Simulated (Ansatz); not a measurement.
Task: a rigid scan of one bond angle of CH5OSi (charge -1), SMILES CO[SiH2-], with the Ansatz DFT code, driven from Python. Give the script and its output. Level of theory (for the species named): CAM-B3LYP, def2-SVP basis, multiplicity 1.

```xyz
8

C     1.0444    0.0913   -0.1036
O     0.0461   -0.8036   -0.5691
Si   -1.5336   -0.5274   -0.1228
H     0.8684    1.1090   -0.4705
H     1.1027    0.0874    0.9909
H     2.0105   -0.2446   -0.4933
H    -1.9254    0.8249   -0.5899
H    -1.6131   -0.5370    1.3584
```

`ch5osi.py`:
```python
"""Bending curve of CH5OSi(-)."""

import ansatz as az
from ase import Atoms

BASIS_SET = "def2-SVP"
XC = "cam_b3lyp"
CHARGE = -1
FMAX = 0.02


def main() -> None:
    atoms = Atoms(["C", "O", "Si", "H", "H", "H", "H", "H"], positions=[
        (1.0444, 0.0913, -0.1036),
        (0.0461, -0.8036, -0.5691),
        (-1.5336, -0.5274, -0.1228),
        (0.8684, 1.109, -0.4705),
        (1.1027, 0.0874, 0.9909),
        (2.0105, -0.2446, -0.4933),
        (-1.9254, 0.8249, -0.5899),
        (-1.6131, -0.537, 1.3584),
    ])

    # start the scan from a relaxed geometry
    first = (
        az.Crystal.molecule_from_ase(atoms).calculation()
        .basis(gaussian=BASIS_SET)
        .functional(XC)
        .charge(CHARGE)
        .relax(force_tolerance=FMAX, max_steps=80)
    )
    atoms.positions = first.run().report["positions_ang"]

    rows = []
    for angle in [85, 95, 105, 115, 125, 140, 160]:
        bent = atoms.copy()
        bent.set_angle(2, 1, 0, angle, indices=[0, 3, 4, 5])
        base = (
            az.Crystal.molecule_from_ase(bent).calculation()
            .basis(gaussian=BASIS_SET)
            .functional(XC)
            .charge(CHARGE)
        )
        rows.append((angle, base.run().report["free_energy_ev"]))
    floor = min(e for _, e in rows)
    for angle, e in rows:
        print(f"angle Si2-O1-C0 = {angle:3d} deg   {1000 * (e - floor):9.1f} meV")


if __name__ == "__main__":
    main()
```

```console
$ python ch5osi.py
angle Si2-O1-C0 =  85 deg      2283.1 meV
angle Si2-O1-C0 =  95 deg       866.4 meV
angle Si2-O1-C0 = 105 deg       244.3 meV
angle Si2-O1-C0 = 115 deg        18.8 meV
angle Si2-O1-C0 = 125 deg         0.0 meV
angle Si2-O1-C0 = 140 deg       157.5 meV
angle Si2-O1-C0 = 160 deg       454.6 meV
```

What to keep in mind:
- The scan is rigid, and the energies are electronic, in a modest basis. The zero is the lowest point of the grid, which needn't be the minimum.
- Anions want diffuse functions, which this basis lacks.
- Wall time of the script: 30 s on 1 thread of Arm Neoverse V1, on a shared host, peak memory 0.22 GiB.
